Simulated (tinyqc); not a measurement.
Extended Hueckel theory, for CH4, step by step. One step of it, computed by the program tinyqc.

Task: Mulliken analysis. P = C n C^T; charge = valence electrons (C 4, H 1) minus the sum of (P S)_ii on the atom; overlap population = 2 sum P_ij S_ij between two atoms.

coefficients:
```
             MO1        MO2        MO3        MO4        MO5        MO6        MO7        MO8
1C 2s   0.642442   0.000000   0.000000   0.000000   0.000000   0.000000   0.000000   1.589620
1C 2px  0.000000   0.107288   0.527603   0.040417   0.219797  -0.014195   1.116743   0.000000
1C 2py  0.000000  -0.047358  -0.031500   0.536912  -0.048382   1.136974   0.023975   0.000000
1C 2pz  0.000000   0.527026  -0.110236   0.040018   1.115784   0.052098  -0.218947   0.000000
2H 1s   0.169403   0.337821   0.222085   0.355313  -0.684878  -0.625115  -0.490445  -0.696322
3H 1s   0.169403  -0.214323   0.385237  -0.308789   0.450984   0.640221  -0.697922  -0.696322
4H 1s   0.169403  -0.392334  -0.258345   0.262724   0.736364  -0.584782   0.464932  -0.696322
5H 1s   0.169403   0.268836  -0.348977  -0.309248  -0.502469   0.569676   0.723435  -0.696322
```

occupations: 2.000000  2.000000  2.000000  2.000000  0.000000  0.000000  0.000000  0.000000

overlap S:
```
           1C 2s     1C 2px     1C 2py     1C 2pz     2H 1s      3H 1s      4H 1s      5H 1s
1C 2s   1.000000   0.000000   0.000000   0.000000  0.485850   0.485850   0.485850   0.485850
1C 2px  0.000000   1.000000   0.000000   0.000000  0.281419   0.281419  -0.281419  -0.281419
1C 2py  0.000000   0.000000   1.000000   0.000000  0.281419  -0.281419   0.281419  -0.281419
1C 2pz  0.000000   0.000000   0.000000   1.000000  0.281419  -0.281419  -0.281419   0.281419
2H 1s   0.485850   0.281419   0.281419   0.281419  1.000000   0.143666   0.143666   0.143666
3H 1s   0.485850   0.281419  -0.281419  -0.281419  0.143666   1.000000   0.143666   0.143666
4H 1s   0.485850  -0.281419   0.281419  -0.281419  0.143666   0.143666   1.000000   0.143666
5H 1s   0.485850  -0.281419  -0.281419   0.281419  0.143666   0.143666   0.143666   1.000000
```

Give: charges; Overlap populations.

Result:

charges: 1C -0.1307, 2H 0.0327, 3H 0.0327, 4H 0.0327, 5H 0.0327

Overlap populations:

| pair | value |
|---|---|
| 2-1 | 0.778093 |
| 3-1 | 0.778093 |
| 3-2 | -0.039000 |
| 4-1 | 0.778093 |
| 4-2 | -0.039000 |
| 4-3 | -0.039000 |
| 5-1 | 0.778093 |
| 5-2 | -0.039000 |
| 5-3 | -0.039000 |
| 5-4 | -0.039000 |
